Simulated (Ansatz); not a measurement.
`N=CC(F)F` → `[CH]F` + `N=CF` at 400 K and 1 bar (formal loss of a carbene).

Computed with Ansatz on PBE0-D4/def2-TZVP structures; ΔE is electronic, products minus reactants. CBS: MP2 limit from def2 TZ/QZ plus the TZ coupled-cluster correction, frozen cores. This one scheme is used for every species. One conformer a species, not always the lowest.

```tsv
species	CCSD(T)/CBS energy (Eh)	H − E (kJ/mol)	S (J/(mol·K))
`N=CC(F)F`	-332.16254	167.1	325.8
`[CH]F`	-138.29972	46.3	233.5
`N=CF`	-193.72220	103.2	262.4
```

H − E and S are ideal-gas, rigid-rotor, harmonic terms from PBE0-D4/def2-TZVP, for one conformer and one mirror image of each species. 1 Eh = 2625.50 kJ/mol, R = 8.31446 J/(mol·K).

Task: By hand: ΔE, ΔH, ΔS and ΔG.

Result: ΔE = (-138.29972) + (-193.72220) − (-332.16254) = 0.14062 Eh = 369.2 kJ/mol. Δ(H − E) = 46.3 + 103.2 − 167.1 = -17.6, so ΔH = 351.6 kJ/mol. ΔS = 233.5 + 262.4 − 325.8 = 170.1 J/(mol·K). ΔG = 351.6 − 400 × (170.1)/1000 = 283.6 kJ/mol.

Task: By hand: the equilibrium constant, and the temperature at which ΔG would vanish if ΔH and ΔS stayed fixed.

Result: log₁₀ K = −ΔG/(RT ln 10) = -37.0. ΔG = 0 at ΔH/ΔS = 2067 K.

The number of gas molecules changes by +1, which sets the sign of ΔS. A doubt of 5 kJ/mol in ΔE shifts log₁₀ K by 0.7 here. Other conformers and mirror images would add mixing entropy, several J/(mol·K) or more a flexible species. These are equilibria of isolated gas molecules and say nothing of rates. Largest T1 diagnostic: 0.018 (customary marks: 0.02 for closed shells, 0.045 for open ones).
